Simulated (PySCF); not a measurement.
Structure problem from calculated spectra and properties.

Formula: C6H6.

| Property | Result |
| --- | --- |
| Polarisability | 61.2 au [CAM-B3LYP/aug-cc-pVTZ] |
| Rotational structure | rotational constants A, B, C: 7.511, 5.328, 3.934 GHz [PBE0-D3(BJ)/def2-TZVP] |
| 1H NMR | chemical shifts (computed TMS as zero) by class: 6.31 (2 H), 4.05 (2 H), 1.85 (2 H) ppm [GIAO PBE0/pcSseg-2] |
| 13C NMR | chemical shifts (computed TMS as zero) by class: 145.9 (2 C), 56.3 (2 C), 40.1 (2 C) ppm [GIAO PBE0/pcSseg-2] |
| Triplet | lowest triplet excitation (Tamm–Dancoff): 3.65 eV [TDA CAM-B3LYP/aug-cc-pVTZ] |
| UV, first state | lowest singlet excitation: 5.62 eV (221 nm, f = 0.061) [TDDFT CAM-B3LYP/aug-cc-pVTZ] |
| Dipole | 0.97 D [CAM-B3LYP/aug-cc-pVTZ] |

Gas-phase values; electronic properties from PySCF, density fitting. Levels stand in brackets. Geometry: PBE0-D3(BJ)/def2-TZVP; no solvent, vibrations or thermal averaging. NMR classes are plain means over equivalent atoms (diastereotopic ones count apart unless rotation or inversion swaps them), as if these changed places fast.

Question: What is the compound? Reason from the data.

Answer: Numbering: `[CH:1]1=[CH:2][C@H:3]2[C@H:4]3[C@@H:5]1[C@@H:6]23`. Its formula, C6H6, gives 4 degrees of unsaturation: 3 rings and 1 π bond in the structure found. 6 carbons fall into 3 classes; from least to most shielded: alkene CH carbon [C1/C2] (145.9 ppm, 2 C), sp3 carbon at a ring junction [C4/C6] (56.3 ppm, 2 C), sp3 carbon at a ring junction [C3/C5] (40.1 ppm, 2 C). Hydrogen classes from least to most shielded: 2 H on 2 alkene CH carbons, C1/C2 (6.31 ppm), 2 H on 2 like atoms (sp3 carbon at a ring junction), C4/C6 (4.05 ppm), 2 H on 2 like atoms (sp3 carbon at a ring junction), C3/C5 (1.85 ppm). The optimised geometry has point group C2v and is an asymmetric top. Structure: benzvalene, `C12C3C(C13)C=C2`. Computed isomers that give other values at the same levels: `CC#CC#CC` (13C chemical shifts (computed TMS as zero) by class: 78.2 (2 C), 73.8 (2 C), 4.9 (2 C) ppm); `C12C3C1C1C2C31` (13C chemical shifts (computed TMS as zero) by class: 30.9 (6 C) ppm). The assignments are read from this structure; whether some other isomer fits the data as well wasn't checked.
